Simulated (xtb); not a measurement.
xtb input (GFN1-xTB):

```bash
xtb mol.xyz --gfn 1 --sp --chrg 0 --uhf 0
```
mol.xyz:
```
2

Na    -0.00000000    -0.00000000    -1.52722632
Na     0.00000000     0.00000000     1.52722632
```

Output:

```
           -------------------------------------------------
          |                Calculation Setup                |
           -------------------------------------------------

           -------------------------------------------------
          |                 G F N 1 - x T B                 |
           -------------------------------------------------

        Reference                      10.1021/acs.jctc.7b00118
      * Hamiltonian:
        H0-scaling (s, p, d)           1.850000    2.250000    2.000000
        zeta-weighting                 0.000000
      * Dispersion:
        s8                             2.400000
        a1                             0.630000
        a2                             5.000000
        s9                             0.000000
      * Repulsion:
        kExp                           1.500000
        rExp                           1.000000
      * Coulomb:
        alpha                          2.000000
        third order                    atomic
        anisotropic                    false
      * Halogen bond correction:
        rad-scale                      1.300000
        damping                        0.440000

          ...................................................
          :                      SETUP                      :
          :.................................................:
          :  # basis functions                   8          :
          :  # atomic orbitals                   8          :
          :  # shells                            4          :
          :  # electrons                         2          :
          :  # halogen bonds                     0          :
          :  max. iterations                   250          :
          :  Hamiltonian                  GFN1-xTB          :
          :  restarted?                      false          :
          :  GBSA solvation                  false          :
          :  PC potential                    false          :
          :  electronic temp.          300.0000000     K    :
          :  accuracy                    1.0000000          :
          :  -> integral cutoff          0.2500000E+02      :
          :  -> integral neglect         0.1000000E-07      :
          :  -> SCF convergence          0.1000000E-05 Eh   :
          :  -> wf. convergence          0.2000000E-04 e    :
          :  Broyden damping             0.4000000          :
          :  net charge                          0          :
          :  unpaired electrons                  0          :
          ...................................................

 iter      E             dE          RMSdq      gap      omega  full diag
   1     -0.5354119 -0.535412E+00  0.219E+00    2.34       0.0  T
   2     -0.5354145 -0.260795E-05  0.130E+00    2.35       1.0  T
   3     -0.5354159 -0.141111E-05  0.208E-04    2.36     339.5  T
   4     -0.5354159 -0.358602E-13  0.124E-08    2.36  100000.0  T
   5     -0.5354159 -0.222045E-15  0.214E-14    2.36  100000.0  T

   *** convergence criteria satisfied after 5 iterations ***

         #    Occupation            Energy/Eh            Energy/eV
      -------------------------------------------------------------
         1        2.0000           -0.2739790              -7.4553 (HOMO)
         2                         -0.1871770              -5.0933 (LUMO)
         3                         -0.1721297              -4.6839
         4                         -0.1721297              -4.6839
         5                         -0.0108378              -0.2949
         6                          0.1184941               3.2244
       ...                                ...                  ...
         8                          4.1827592             113.8187
      -------------------------------------------------------------
                  HL-Gap            0.0868020 Eh            2.3620 eV
             Fermi-level           -0.2305780 Eh           -6.2743 eV

 SCC (total)                   0 d,  0 h,  0 min,  0.002 sec
 SCC setup                      ...        0 min,  0.000 sec (  9.415%)
 Dispersion                     ...        0 min,  0.000 sec (  1.827%)
 classical contributions        ...        0 min,  0.000 sec (  1.069%)
 integral evaluation            ...        0 min,  0.000 sec ( 19.650%)
 iterations                     ...        0 min,  0.001 sec ( 41.996%)
 molecular gradient             ...        0 min,  0.000 sec ( 19.703%)
 printout                       ...        0 min,  0.000 sec (  5.687%)

         :::::::::::::::::::::::::::::::::::::::::::::::::::::
         ::                     SUMMARY                     ::
         :::::::::::::::::::::::::::::::::::::::::::::::::::::
         :: total energy              -0.534493799268 Eh    ::
         :: gradient norm              0.008729984556 Eh/a0 ::
         :: HOMO-LUMO gap              2.362001712844 eV    ::
         ::.................................................::
         :: SCC energy                -0.535415929376 Eh    ::
         :: -> electrostatic           0.000245629450 Eh    ::
         :: repulsion energy           0.001111277927 Eh    ::
         :: dispersion energy         -0.000189147818 Eh    ::
         :: halogen bond corr.         0.000000000000 Eh    ::
         :: add. restraining           0.000000000000 Eh    ::
         :: total charge               0.000000000000 e     ::
         :::::::::::::::::::::::::::::::::::::::::::::::::::::

           -------------------------------------------------
          |                Property Printout                |
           -------------------------------------------------

    * Orbital Energies and Occupations

         #    Occupation            Energy/Eh            Energy/eV
      -------------------------------------------------------------
         1        2.0000           -0.2739790              -7.4553 (HOMO)
         2                         -0.1871770              -5.0933 (LUMO)
         3                         -0.1721297              -4.6839
         4                         -0.1721297              -4.6839
         5                         -0.0108378              -0.2949
         6                          0.1184941               3.2244
         7                          0.1184941               3.2244
         8                          4.1827592             113.8187
      -------------------------------------------------------------
                  HL-Gap            0.0868020 Eh            2.3620 eV
             Fermi-level           -0.2305780 Eh           -6.2743 eV

  Mulliken/CM5 charges         n(s)   n(p)   n(d)
     1Na    0.00000  0.00000   0.847  0.153  0.000
     2Na   -0.00000 -0.00000   0.847  0.153  0.000

Wiberg/Mayer (AO) data.
largest (>0.10) Wiberg bond orders for each atom

 ---------------------------------------------------------------------------
     #   Z sym  total        # sym  WBO       # sym  WBO       # sym  WBO
 ---------------------------------------------------------------------------
     1  11 Na   1.000 --     2 Na   1.000
     2  11 Na   1.000 --     1 Na   1.000
 ---------------------------------------------------------------------------

Topologies differ in total number of bonds
Writing topology from bond orders to xtbtopo.mol

 dipole moment from electron density (au)
     X       Y       Z
   0.0000   0.0000  -0.0000  total (Debye):    0.000

           -------------------------------------------------
          | TOTAL ENERGY               -0.534493799268 Eh   |
          | GRADIENT NORM               0.008729984556 Eh/α |
          | HOMO-LUMO GAP               2.362001712844 eV   |
           -------------------------------------------------

------------------------------------------------------------------------
Note: The following floating-point exceptions are signalling: IEEE_DENORMAL
normal termination of xtb
------------------------------------------------------------------------
 total:
 SCF:
```
